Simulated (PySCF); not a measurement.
## Stretching OF

Set-up: O def2-TZVP, F def2-TZVP; no relativity (PySCF 2.14). Energies in eV from O + F in their ground configurations at the same level. State: ²Π (doublet), unpaired electrons π ↑.

```json
{"R (Å)": "1.146", "PBE0": "-1.243"}
{"R (Å)": "1.200", "PBE0": "-1.863"}
{"R (Å)": "1.253", "PBE0": "-2.205"}
{"R (Å)": "1.293", "PBE0": "-2.326"}
{"R (Å)": "1.333", "PBE0": "-2.359"}
{"R (Å)": "1.373", "PBE0": "-2.323"}
{"R (Å)": "1.426", "PBE0": "-2.194"}
{"R (Å)": "1.493", "PBE0": "-1.942"}
{"R (Å)": "1.573", "PBE0": "-1.565"}
{"R (Å)": "1.680", "PBE0": "-1.048"}
```

Question: Put a parabola through the three lowest points of the PBE0 curve and estimate Re, k and ωe (reduced mass 8.684 u; 1 eV/Å² = 0.16022 mdyn/Å; ωe = 1302.8·√(k/μ) cm⁻¹).

Answer: Through R = 1.293, 1.333, 1.373 Å the second-order coefficient is 21.6 eV/Å², so Re ≈ 1.332 Å, k ≈ 6.91 mdyn/Å and ωe ≈ 1162 cm⁻¹. A polynomial fit of higher order to the unrounded PBE0 energies gives Re = 1.330 Å, k = 6.99 mdyn/Å, ωe = 1169 cm⁻¹; anharmonicity and rounding make the difference.

The higher-order fit for each curve: PBE0: Re = 1.330 Å, ωe = 1169 cm⁻¹, De = 2.36 eV.

⟨S²⟩ of the unrestricted solution departs from its pure value on part of the curve, where spin states mix. The state is the lowest determinant that a PBE0 search found; another state may lie lower at other levels.
